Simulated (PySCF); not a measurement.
## BH: mean field, correlation and small terms against distance

State: ¹Σ⁺, singlet, closed shell. RHF-based CCSD(T) in PySCF 2.14 with B aug-cc-pVTZ, H aug-cc-pVTZ and B aug-cc-pVQZ, H aug-cc-pVQZ (frozen core orbitals: 1; no relativity). Correlation energies are extrapolated as n⁻³ (n = 3, 4), Hartree–Fock as (n+1)·exp(−9√n). CV is the change on freezing 0 orbitals instead, in B cc-pwCVTZ, H cc-pVTZ. SR is the spin-free X2C energy in B cc-pVTZ-DK, H cc-pVTZ-DK less the non-relativistic one in B cc-pVTZ, H cc-pVTZ. All energies in eV from B + H.

```json
{"R (Å)": "1.0975", "HF/CBS": "-2.486", "CCSD corr.": "-0.953", "(T)": "-0.0193", "CV": "-0.0163", "SR": "0.0008", "total": "-3.474"}
{"R (Å)": "1.1474", "HF/CBS": "-2.618", "CCSD corr.": "-0.961", "(T)": "-0.0201", "CV": "-0.0129", "SR": "0.0008", "total": "-3.611"}
{"R (Å)": "1.1973", "HF/CBS": "-2.675", "CCSD corr.": "-0.970", "(T)": "-0.0210", "CV": "-0.0099", "SR": "0.0009", "total": "-3.676"}
{"R (Å)": "1.2472", "HF/CBS": "-2.674", "CCSD corr.": "-0.982", "(T)": "-0.0220", "CV": "-0.0073", "SR": "0.0009", "total": "-3.684"}
{"R (Å)": "1.2971", "HF/CBS": "-2.626", "CCSD corr.": "-0.995", "(T)": "-0.0232", "CV": "-0.0049", "SR": "0.0009", "total": "-3.648"}
{"R (Å)": "1.3594", "HF/CBS": "-2.517", "CCSD corr.": "-1.014", "(T)": "-0.0250", "CV": "-0.0023", "SR": "0.0008", "total": "-3.558"}
{"R (Å)": "1.4218", "HF/CBS": "-2.369", "CCSD corr.": "-1.035", "(T)": "-0.0270", "CV": "-0.0001", "SR": "0.0008", "total": "-3.431"}
```

A fit to the total gives Re = 1.2299 Å, De = 3.687 eV, ωe = 2371.2 cm⁻¹, Be = 12.07 cm⁻¹ (masses 11.0093 and 1.0078 u).

Question: At R = 1.2472 Å the CCSD correlation energy is -0.099325 hartree in the smaller basis and -0.101870 in the larger. Extrapolate it.

Answer: (4³·E4 − 3³·E3)/(4³ − 3³) = -0.10373 hartree; the larger basis holds 98.2 % of it.

The T1 diagnostic is 0.014. The open-shell atoms are computed with UHF. Spin–orbit coupling, excitations beyond (T) and corrections to the Born–Oppenheimer picture are left out.
